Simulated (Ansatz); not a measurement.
C$_{2}$H$_{3}$F (`C=CF`): measurement beside calculation (Ansatz, PBE0-D4/def2-TZVP geometry).

```xyz
6

C    -0.351    0.547   -0.264
C     0.364   -0.437    0.240
F    -0.120   -1.675    0.378
H    -1.371    0.395   -0.592
H     0.090    1.529   -0.352
H     1.388   -0.360    0.589
```

Enthalpy of formation at 298 K: -33.2 kcal/mol (zero for an element's reference state; older measured values of the G2 set, as listed by Staroverov and co-workers, J. Chem. Phys. 119, 12129, 2003). With their computed zero-point and thermal terms and the atoms' enthalpies of Curtiss and co-workers (1997) it gives an electronic atomization energy of 571.9 kcal/mol.

| level | atomization (kcal/mol) | error | error per bond |
| --- | --- | --- | --- |
| LDA (SPW92) | 663.7 | 91.8 | 18.4 |
| PBE-D4 | 591.3 | 19.4 | 3.9 |
| revPBE-D4 | 575.0 | 3.0 | 0.6 |
| BLYP-D4 | 576.7 | 4.8 | 1.0 |
| r2SCAN-D4 | 575.0 | 3.1 | 0.6 |
| B97M-V | 573.7 | 1.8 | 0.4 |
| PBE0-D4 | 576.4 | 4.5 | 0.9 |
| B3LYP-D4 | 574.1 | 2.2 | 0.4 |
| r2SCANh-D4 | 570.3 | -1.6 | -0.3 |
| r2SCAN0-D4 | 563.5 | -8.4 | -1.7 |
| HSE06-D4 | 577.0 | 5.1 | 1.0 |
| BHLYP-D4 | 552.6 | -19.3 | -3.9 |
| CAM-B3LYP-D4 | 576.6 | 4.6 | 0.9 |
| ωB97X-V | 572.4 | 0.5 | 0.1 |
| ωB97M-V | 574.6 | 2.6 | 0.5 |
| B2PLYP | 569.1 | -2.8 | -0.6 |
| PBE-QIDH | 569.6 | -2.4 | -0.5 |
| PBE | 590.0 | 18.1 | 3.6 |
| revPBE | 569.6 | -2.4 | -0.5 |
| BLYP | 573.5 | 1.6 | 0.3 |
| r2SCAN | 574.7 | 2.8 | 0.6 |
| PBE0 | 575.3 | 3.4 | 0.7 |
| B3LYP | 571.9 | 0.0 | 0.0 |
| r2SCANh | 570.0 | -1.9 | -0.4 |
| r2SCAN0 | 563.2 | -8.8 | -1.8 |
| HSE06 | 576.0 | 4.1 | 0.8 |
| BHLYP | 551.1 | -20.8 | -4.2 |
| CAM-B3LYP | 575.5 | 3.5 | 0.7 |
| LC-ωPBE | 573.2 | 1.3 | 0.3 |
| HF/def2-TZVPP | 418.2 | -153.7 | -30.7 |
| MP2/def2-TZVPP | 570.2 | -1.7 | -0.3 |
| SCS-MP2/def2-TZVPP | 565.0 | -6.9 | -1.4 |
| CCSD/def2-TZVPP | 549.5 | -22.5 | -4.5 |
| CCSD(T)/def2-TZVPP | 558.7 | -13.3 | -2.7 |
| HF/def2-QZVPP | 418.9 | -153.0 | -30.6 |
| MP2/def2-QZVPP | 578.3 | 6.4 | 1.3 |
| SCS-MP2/def2-QZVPP | 574.0 | 2.1 | 0.4 |
| HF/CBS(def2) | 419.0 | -152.9 | -30.6 |
| MP2/CBS(def2) | 583.9 | 12.0 | 2.4 |
| CCSD/CBS(def2) | 563.1 | -8.8 | -1.8 |
| CCSD(T)/CBS(def2) | 572.3 | 0.4 | 0.1 |

Functionals use def2-TZVPP; B3LYP here is the variant with VWN-RPA as its local correlation; programs differ in this. The calculations leave out spin–orbit coupling, scalar relativity and, for the correlated methods, core correlation; together these are worth up to about 1 kcal/mol a heavy atom. HSE06 is defined as in plane-wave codes. CBS adds triple-zeta CCSD(T) − MP2 to the MP2 limit. T1 = 0.012.
